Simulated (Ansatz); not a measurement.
`NBS` + HCl → `SBCl` + NH₃ at 500 K and 1 bar (ligand exchange at a B–N bond).

Calculated with Ansatz (gas phase, PBE0-D4/def2-TZVP geometries, no zero-point term in ΔE). CCSD(T)/CBS is the MP2 limit (def2-TZVPP, def2-QZVPP) plus CCSD(T) − MP2 in def2-TZVPP, frozen cores. This one scheme is used for every species. Each species was taken in one conformer, which may not be the lowest.

```json
{"species": "`NBS`", "CCSD(T)/CBS energy (Eh)": "-479.74963", "H − E (kJ/mol)": "161.4", "S (J/(mol·K))": "318.1"}
{"species": "HCl", "CCSD(T)/CBS energy (Eh)": "-460.38127", "H − E (kJ/mol)": "32.5", "S (J/(mol·K))": "201.9"}
{"species": "`SBCl`", "CCSD(T)/CBS energy (Eh)": "-883.61129", "H − E (kJ/mol)": "88.8", "S (J/(mol·K))": "313.7"}
{"species": "NH₃", "CCSD(T)/CBS energy (Eh)": "-56.50880", "H − E (kJ/mol)": "108.2", "S (J/(mol·K))": "211.8"}
```

H − E and S are ideal-gas, rigid-rotor, harmonic terms from PBE0-D4/def2-TZVP, for one conformer and one mirror image of each species. 1 Eh = 2625.50 kJ/mol, R = 8.31446 J/(mol·K).

Q: By hand: ΔE, ΔH, ΔS and ΔG.

A: ΔE = (-883.61129) + (-56.50880) − (-479.74963) − (-460.38127) = 0.01081 Eh = 28.4 kJ/mol. Δ(H − E) = 88.8 + 108.2 − 161.4 − 32.5 = 3.1, so ΔH = 31.5 kJ/mol. ΔS = 313.7 + 211.8 − 318.1 − 201.9 = 5.5 J/(mol·K). ΔG = 31.5 − 500 × (5.5)/1000 = 28.8 kJ/mol.

Q: By hand: the equilibrium constant, and the temperature at which ΔG would vanish if ΔH and ΔS stayed fixed.

A: log₁₀ K = −ΔG/(RT ln 10) = -3.0. ΔG = 0 at ΔH/ΔS = 5727 K, far beyond where these terms or the molecules hold.

The number of gas molecules stays the same, so ΔS is small and ΔH decides. A doubt of 5 kJ/mol in ΔE shifts log₁₀ K by 0.5 here. Other conformers and mirror images would add mixing entropy, several J/(mol·K) or more a flexible species. These are equilibria of isolated gas molecules and say nothing of rates. Largest T1 diagnostic: 0.013 (customary marks: 0.02 for closed shells, 0.045 for open ones).
